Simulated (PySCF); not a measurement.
**How well do the runs reproduce experiment for CCl3F?**

**What was measured.**

NIST CCCBDB Release 22 (SRD 101), experimental dipoles lists, for the gas: dipole moment (microwave Stark effect, vibrational ground state) 0.46 ± 0.02 D.

The results are set against them at the end.

CCl3F.
Numbering: `[F:1][C:2]([Cl:3])([Cl:4])[Cl:5]`

Cartesian coordinates in Å at the PBE0-D3(BJ)/def2-SVP level; atoms count from 1:
```xyz
5
CCl3F angstrom
F      0.1321    0.6557   -1.2340
C      0.0136    0.0277   -0.0716
Cl     1.2223    0.6726    1.0437
Cl    -1.6131    0.3079    0.5580
Cl     0.2800   -1.6997   -0.3327
```

The PySCF runs (gas phase, on this PBE0-D3(BJ)/def2-SVP geometry; no spin–orbit coupling):

```tsv
level	job	basis functions	wall time
PBE0-D3(BJ)/def2-SVP, grid level 1	geometry optimisation from a GFN2-xTB start shaken at random	82	14 s
```

Hardware: one thread of an Arm Neoverse V2, no GPU, shared host.

Results beside the measurements:

**Dipole moment.** Measured: 0.46 D (NIST CCCBDB Release 22 (SRD 101), experimental dipoles).

| level | computed (D) | computed − measured (D) | % (from the printed values) |
| --- | --- | --- | --- |
| PBE0-D3(BJ)/def2-SVP | 0.30 | -0.16 | -35 |

The computed dipoles belong to one fixed geometry; measured ones are averaged over vibrations unless marked μe. Magnitudes are compared, not signs.

The geometry is computed, not the measured one. Where a level misses, the cause wasn't examined.
